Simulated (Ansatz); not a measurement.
Total energies of FH4PSi, SMILES `F[SiH2]P`.

Cartesian coordinates in Å:
```
F -0.330 -1.084 -1.779
Si -0.276 -0.708 -0.222
P -0.019 1.514 -0.036
H -1.572 -1.086 0.393
H 0.826 -1.500 0.377
H 1.398 1.454 -0.117
H -0.027 1.409 1.383
```

Total charge 0; spin multiplicity 1. The geometry is a stationary point of PBE0-D4/def2-TZVP. It is one conformer, not always the lowest. Basis def2-TZVPP, Ansatz.

RPA on PBE orbitals: Hartree–Fock energy of these orbitals -731.52554 Eh, correlation -0.91060 Eh (frozen core).

```
             functional  energy without D4 (Eh)  D4 term (kJ/mol)
                 revPBE              -733.05540             -36.6
                 r2SCAN              -733.12290              -2.8
                   PBE0              -732.86753             -10.4
                r2SCAN0              -733.10192              -3.4
HSE06 (plane-wave form)              -732.84949              -9.7
                  BHLYP              -733.18096             -16.2
                LC-ωPBE              -732.97144                 –
                ωB97X-V              -733.08446                 –
                ωB97M-V              -733.14002                 –
                 B2PLYP              -732.91820                 –
```

**Question.** Give the same for LDA (SPW92), PBE, BLYP, B97M-V, B3LYP, r2SCANh, CAM-B3LYP, PBE-QIDH. (An estimate is asked.)

**Answer.** The calculation gave: 
```
 functional  energy without D4 (Eh)  D4 term (kJ/mol)
LDA (SPW92)              -730.12418                 –
        PBE              -732.80567             -12.4
       BLYP              -733.19865             -27.5
     B97M-V              -733.02184                 –
      B3LYP              -733.26390             -20.3
    r2SCANh              -733.11417              -3.0
  CAM-B3LYP              -733.20904             -10.6
   PBE-QIDH              -732.68639                 –
```

B3LYP takes the VWN-RPA correlation (the form of Gaussian; ORCA's B3LYP/G). HSE06 is the plane-wave form, built on full-range PBE exchange. The double hybrids freeze the cores in their second-order part.

LC-ωPBE has ω = 0.4 bohr⁻¹.
